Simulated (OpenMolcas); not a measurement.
**How basis sets differ on CH2AlN (AlH2(CN))**

CH2AlN has 5 atoms, charge 0, and is taken as a singlet. SMILES: `[H][Al]([H])[C]#N`. The shape comes from GFN2-xTB, which is rough for such elements, and wasn't checked as a minimum.

Each level gives the dipole moment (D). The values are calculated.

```csv
level,kind,program,value (D)
HF/ANO-S-MB,Hartree–Fock,OpenMolcas,3.70
HF/STO-3G,Hartree–Fock,OpenMolcas,3.58
HF/3-21G,Hartree–Fock,OpenMolcas,3.24
HF/def2-SVP,Hartree–Fock,OpenMolcas,3.36
HF/aug-cc-pVDZ,Hartree–Fock,OpenMolcas,3.59
HF/def2-TZVP,Hartree–Fock,OpenMolcas,3.53
```

The values span 3.24 to 3.70 D. Sets without polarisation functions give poor dipoles.
